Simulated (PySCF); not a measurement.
propene cation (C3H6), SMILES C=CC (connectivity only; charge and spin as stated), charge +1, multiplicity 2. Atoms are numbered in the order given.

```xyz
9

C     -1.1922     0.1818    -0.2322
C      0.0572    -0.0349     0.4666
C      1.3092    -0.1723    -0.1739
H     -1.8905    -0.6236     0.0595
H     -1.6831     1.0752     0.1907
H     -1.1060     0.2514    -1.3143
H      0.0368    -0.0993     1.5539
H      1.3803    -0.1401    -1.2577
H      2.2173    -0.3112     0.4051
```
Charge +1, spin multiplicity 2.

Geometry: ωB97X-D3(BJ)/def2-TZVP. The multiplicity is an assumed one; other spin states were not compared.

All values below come from CAM-B3LYP/def2-TZVPD run with PySCF.

Isolated molecule, no solvent.

Computed frontier levels, dipole moment and polarisability:
α spin, highest occupied and lowest empty level: -16.63 and -6.72 eV
β spin, highest occupied and lowest empty level: -18.33 and -10.35 eV
dipole moment about the centre of nuclear charge: 1.01 D
mean static polarisability: 34.5 bohr³ (5.11 Å³)
polarisability, principal values: 24.1, 30.3, 48.9 bohr³
⟨S²⟩: 0.753 (pure state 0.75)
